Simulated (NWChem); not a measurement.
tetrafluoroethylene (C2F4); SMILES FC(F)=C(F)F

All runs: NWChem. Pople sets run with spherical d functions. Coordinates come from a B3LYP/6-31G* (spherical d) optimisation. Level: M06-2X/6-31G* with COSMO at NWChem's default radii, gas-phase geometry; the question gives the dielectric constant.

Problem. What does the run give for dielectric constant 20.7? Quantities: electrostatic solvation energy (kcal/mol).

Solution. The electrostatic solvation energy (kcal/mol) comes out as -0.7.
